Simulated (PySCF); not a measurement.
P2, SMILES P#P.

Geometry: B3LYP-D3(BJ)/def2-TZVPD.

Computed with PySCF with TDDFT-B3LYP/def2-TZVPD.

Vertical excitations; the highest root listed may be one member of a degenerate set. Isolated molecule, no solvent. State labels are in the subgroup D2h.

```tsv
state	symmetry	energy (eV)	λ (nm)	f	main pairs
S1	Au	3.55	349	0.000	HOMO−1→LUMO 50 %, HOMO→LUMO+1 50 %
S2	B1u	3.86	321	0.000	HOMO−1→LUMO+1, HOMO→LUMO (degenerate set)
S3	Au	3.86	321	0.000	HOMO→LUMO+1, HOMO−1→LUMO (degenerate set)
S4	B2g	4.29	289	0.000	HOMO−2→LUMO (degenerate set)
S5	B3g	4.29	289	0.000	HOMO−2→LUMO+1 (degenerate set)
S6	B1u	6.15	201	0.234	HOMO→LUMO 43 %, HOMO−1→LUMO+1 43 %, HOMO−2→LUMO+2 11 %
S7	B3u	7.52	165	0.163	HOMO→LUMO+3 (degenerate set)
S8	B2u	7.52	165	0.163	HOMO−1→LUMO+3 (degenerate set)
S9	B2g	7.53	165	0.000	HOMO→LUMO+2 (degenerate set)
S10	B3g	7.53	165	0.000	HOMO−1→LUMO+2 (degenerate set)
T1	B1u	2.65	468	0	HOMO→LUMO 50 %, HOMO−1→LUMO+1 50 %
T2	B1u	2.99	415	0	HOMO−1→LUMO+1, HOMO→LUMO (degenerate set)
T3	Au	2.99	415	0	HOMO→LUMO+1, HOMO−1→LUMO (degenerate set)
T4	B2g	3.36	369	0	HOMO−2→LUMO 99 %
```
Triplets are in the Tamm–Dancoff approximation, which puts them higher than full response would, so one can lie above its singlet here.
